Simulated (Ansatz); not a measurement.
We consider fluorite SrCl2, described by PBE (Ansatz, a quantum-chemistry and plane-wave program, plane waves, PAW).

Numerical settings: plane-wave cutoff 520 eV, 8×8×8 k mesh, perturbation theory, force constants from a 4×4×4 q mesh, scalar-relativistic PAW data made under PBE.

### Question
Predict the high-frequency dielectric constant, static dielectric constant and zero-point energy.

### Answer

high-frequency dielectric constant: 2.88
static dielectric constant: 8.55
zero-point energy: 0.023 eV/atom

The result took roughly 10 core-minutes.
